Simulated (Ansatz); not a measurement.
Basis-set series for CH6N3+, SMILES `NC(N)=[NH2+]`. Total charge 1; spin multiplicity 1. Geometry: relaxed with PBE0-D4/def2-TZVP. It is one conformer, not always the lowest.

```csv
functional,basis,functions,energy (Eh),HOMO (eV),LUMO (eV)
PBE0-D4,def2-TZVPP,208,-205.62783,-13.66,-4.64
PBE0-D4,def2-QZVPP,408,-205.63882,-13.69,-4.76
ωB97M-V,def2-TZVPP,208,-205.77485,-16.03,-2.79
ωB97M-V,def2-QZVPP,408,-205.78518,-16.05,-3.17
```

Task: Give the rows for def2-SVP. (Best estimate.)

Result: Ansatz gave: 
| functional | basis | functions | energy (Eh) | HOMO (eV) | LUMO (eV) |
| --- | --- | --- | --- | --- | --- |
| PBE0-D4 | def2-SVP | 86 | -205.39587 | -13.58 | -4.38 |
| ωB97M-V | def2-SVP | 86 | -205.53451 | -15.94 | -2.09 |
